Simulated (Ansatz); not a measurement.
# CH6NSi: the cost of one run

Program: Ansatz 0.2.0. Level of theory: UKS PBE0/def2-SVP. These are calculated values, not measurements.

## Step 1: The structure to begin with

Bond lengths: C1–Si2 1.732 Å, Si2–N3 1.688 Å, C1–H4 1.033 Å, C1–H5 1.132 Å, Si2–H6 1.490 Å, Si2–H7 1.491 Å, N3–H8 1.074 Å, N3–H9 1.037 Å. Angles: C1–Si2–N3 106.4°, C1–Si2–H6 112.1°, C1–Si2–H7 112.5°, N3–Si2–H6 107.0°, N3–Si2–H7 108.5°, H6–Si2–H7 110.1°, Si2–C1–H4 121.9°, Si2–C1–H5 121.2°, H4–C1–H5 116.8°, Si2–N3–H8 105.5°, Si2–N3–H9 110.1°, H8–N3–H9 103.6°.

Coordinates:

```xyz
9

C    -0.8821    0.5379   -1.0451
Si    0.5330    0.1161   -0.1393
N     0.0496   -1.0423    0.9894
H    -1.4777   -0.1779   -1.4929
H    -1.1714    1.6194   -1.2098
H     1.0711    1.2735    0.6293
H     1.6037   -0.4740   -0.9932
H     0.9349   -1.2871    1.5464
H    -0.5726   -0.6119    1.6982
```

## Step 2: End point A

Contents of input.yaml:

```yaml
crystal:
  periodic: [false, false, false]
  atoms:
    - { symbol: C, position_ang: [-0.8821, 0.5379, -1.0451] }
    - { symbol: Si, position_ang: [0.533, 0.1161, -0.1393] }
    - { symbol: "N", position_ang: [0.0496, -1.0423, 0.9894] }
    - { symbol: H, position_ang: [-1.4777, -0.1779, -1.4929] }
    - { symbol: H, position_ang: [-1.1714, 1.6194, -1.2098] }
    - { symbol: H, position_ang: [1.0711, 1.2735, 0.6293] }
    - { symbol: H, position_ang: [1.6037, -0.474, -0.9932] }
    - { symbol: H, position_ang: [0.9349, -1.2871, 1.5464] }
    - { symbol: H, position_ang: [-0.5726, -0.6119, 1.6982] }
magnetization:
  spin_polarized: true
  initial_magnetization: 1
basis:
  gaussian: { orbitals: def2-SVP }
hamiltonian:
  xc: pbe0
relax:
  f_tol: 0.015
  max_steps: 40
output:
  orbitals: {}
```

The run is started by

```bash
$ ansatz run input.yaml --threads 2 --pin off --max-ram 3072MiB --backend cpu --events-out ev --progress --plain --runs-dir out
```

What time and memory should one allow on 2 threads of Arm Neoverse V2, shared host?

About 16 s, with a peak of 0.18 GiB.
